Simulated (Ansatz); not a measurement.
Born–Oppenheimer molecular dynamics of CH6Si (8 atoms, charge 0, multiplicity 1). It starts at the highest image of a converged band. Of that band: Neighbouring images differ by up to 1.5 eV, so the band resolves the path poorly. A vibrational analysis at the climbing image gives one clearly imaginary mode, 1204i cm⁻¹: a first-order saddle point.

The calculation used Ansatz 0.2.0, RKS B3LYP-D4/def2-SVP.

| Property | Result |
| --- | --- |
| ensemble | NVE (velocity Verlet) |
| time step | 0.5 fs |
| steps asked | 200 |
| starting velocities drawn for | 300 K |
| seed | 3266 |

First frame:

```xyz
8
Properties=species:S:1:pos:R:3
Si 0.263 0.015 -0.492
C 1.007 -0.001 1.709
H 0.051 -0.280 2.164
H 1.783 -0.733 1.966
H 1.308 1.017 1.985
H 1.589 -0.008 0.246
H -0.558 1.204 -0.111
H -0.541 -1.214 -0.204
```

(1) How far do the bonds stretch over the last three quarters of this one trajectory? (Pairs bonded in most of those frames.)

Results:

(1) 
```csv
bond,mean (Å),spread (Å),shortest,longest
Si1–H7,1.534,0.033,1.49,1.59
Si1–H8,1.541,0.040,1.47,1.60
C2–H3,1.101,0.024,1.04,1.15
C2–H4,1.100,0.018,1.07,1.13
C2–H5,1.101,0.031,1.05,1.15
C2–H6,1.151,0.131,0.95,1.34
```

Mean temperature of the second half: 869 K. The conserved energy stayed within 1.1 meV per atom of its start (net change -0.12 meV per atom), so the integration is sound. The kinetic energy rose, since the run started high on the potential surface and went downhill. It ends in pieces (CH4 + H2Si), so much of that is their flight and rotation, not heat. A run of 0.1 ps of so small a system gives no equilibrium averages. The orbitals stay closed-shell, which can raise the energy where a bond breaks towards radicals; this wasn't checked here.

Run time: 2.5 min on 1 thread of Intel(R) Xeon(R) 6975P-C (Granite Rapids), on a shared host, peak memory 0.12 GiB.
